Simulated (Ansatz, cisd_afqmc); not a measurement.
Species: H$_{3}$O, charge 0, doublet.
HTBH set geometry:
```
O
H 1 0.9680
H 1 1.3166 2 97.20
H 3 0.8333 1 165.49 2 0.00
```
Charge 0, spin multiplicity 2.

Total energies in aug-cc-pVTZ, 9 correlated electrons, 1 frozen orbitals. Open shells are spin-unrestricted; no spin-orbit coupling. Correlated methods leave the cores frozen. No relativity. AFQMC is phaseless with a CISD trial state; ± is one standard error, without the phaseless bias. Outlying blocks are dropped, and bars are widened where a walk drifts. Over all cases where full CI ran beside it in this data, AFQMC minus full CI had a median of +0.1 mEh and passed +0.4 mEh in a tenth of the cases. The UHF reference of H3O (saddle point or complex, doublet) is spin-contaminated (<S^2> up to 0.04 over the pure value in the sets run).

```tsv
method	program	energy (Eh)	minus CCSDT(Q) (mEh)
HF	Ansatz	-76.52108	289.32
MP2	Ansatz	-76.77957	30.83
CCSD	Ansatz	-76.80063	9.77
CCSD(T)	Ansatz	-76.80938	1.02
CCSDT(Q)	Ansatz	-76.81040	0.00
AFQMC/CISD	cisd_afqmc	-76.8096 ± 0.0003	0.8 ± 0.3
```

Rough core times of Ansatz's runs on a shared machine: CCSD(T) under 20 s, CCSDT(Q) 9 min.

Ansatz is a program for electronic structure.
